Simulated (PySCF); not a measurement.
Compound: CH6B2.
SMILES: `BBC`

The closed-shell ground state was solved at several levels (PySCF, density fitting, gas phase, non-relativistic). Isolated species at its PBE0-D3(BJ)/def2-SVP geometry, gas phase.

```
        level  basis functions  total energy (Eh)  HOMO (eV)  LUMO (eV)  gap (eV)  dipole (D)
PBE0/pcSseg-1               81           -91.2162      -8.03      -1.55      6.48        0.71
  B3LYP/pcJ-1              141           -91.3845      -7.87      -1.79      6.08        0.70
```

Question: What might PBE0/def2-SVPD (108 basis functions) give for the same quantities?

Answer: Total energy -91.1652 Eh, HOMO -8.02 eV, LUMO -1.57 eV, gap 6.45 eV, dipole 0.73 D.

Question: Over all these levels, which gives the widest orbital gap and which the narrowest?

Answer: PBE0/pcSseg-1 (global hybrid, 25 % exact exchange) has the widest, 6.48 eV, and B3LYP/pcJ-1 (global hybrid, 20 % exact exchange) the narrowest, 6.08 eV. Functional and basis both differ between the two, so the spread mixes both effects.

Question: How far do the dipole and the HOMO energy spread over the levels?

Answer: The dipole runs from 0.70 to 0.73 D (mean 0.71 D) and the HOMO from -8.03 to -7.87 eV.
